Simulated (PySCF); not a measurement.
## Bonding in cyclobutanone

Cyclobutanone, C4H6O.
SMILES with atom numbers: `[O:1]=[C:2]1[CH2:3][CH2:4][CH2:5]1` (hydrogens: H6, H7 on C3; H8, H9 on C4; H10, H11 on C5)

Cartesian coordinates in Å at the GFN2-xTB level; atoms count from 1:
```
atom  x, y, z in Å
O1     0.3047   -2.2856   -0.4322
C2     0.1495   -1.1202   -0.2132
C3    -1.0604   -0.2110   -0.1784
C4    -0.1276    0.9609    0.1799
C5     1.0876    0.0156    0.1354
H6    -1.5744   -0.1311   -1.1347
H7    -1.7916   -0.4833    0.5805
H8    -0.1038    1.7550   -0.5623
H9    -0.3158    1.3974    1.1578
H10    1.8242    0.2281   -0.6375
H11    1.6130   -0.1230    1.0787
```

Bond orders from the PBE0/pcSseg-1 density (PySCF). Geometry: GFN2-xTB; no solvent, vibrations or thermal averaging.

(1) Where do the orders between heavy atoms depart from those drawn in the SMILES?

(2) Set the Mayer orders of the bonds beside their lengths.

## Answers

(1) The largest departure is 0.064, at O1–C2 (drawn double, 2.064).

(2) 
```
  bond  drawn as  length (Å)  Mayer order
 O1–C2    double       1.196        2.064
 C2–C3    single       1.514        0.979
 C3–C4    single       1.540        1.039
 C4–C5    single       1.540        1.039
 C5–C2    single       1.514        0.979
 C3–H6    single       1.089        0.932
 C3–H7    single       1.088        0.932
 C4–H8    single       1.087        0.949
 C4–H9    single       1.087        0.949
C5–H10    single       1.089        0.932
C5–H11    single       1.089        0.932
```

By pair of heavy elements: C–C: lowest C2–C3 and C5–C2 (0.979, 1.514 Å), highest C3–C4 and C4–C5 (1.039, 1.540 Å); in 4 of the 6 pairs the longer bond (by over 0.003 Å) has the higher order (by 0.02 or more). Bonds named together lie within 0.004.

Question: Sum the orders of all bonds at each heavy atom with more than one neighbour and set the sums beside the valence in the SMILES.

Answer: C2 4.022 (drawn 4), C3 3.882 (drawn 4), C4 3.976 (drawn 4), C5 3.882 (drawn 4). Orders between atoms that aren't bonded are not in these sums.

Mayer orders depend on the basis set.
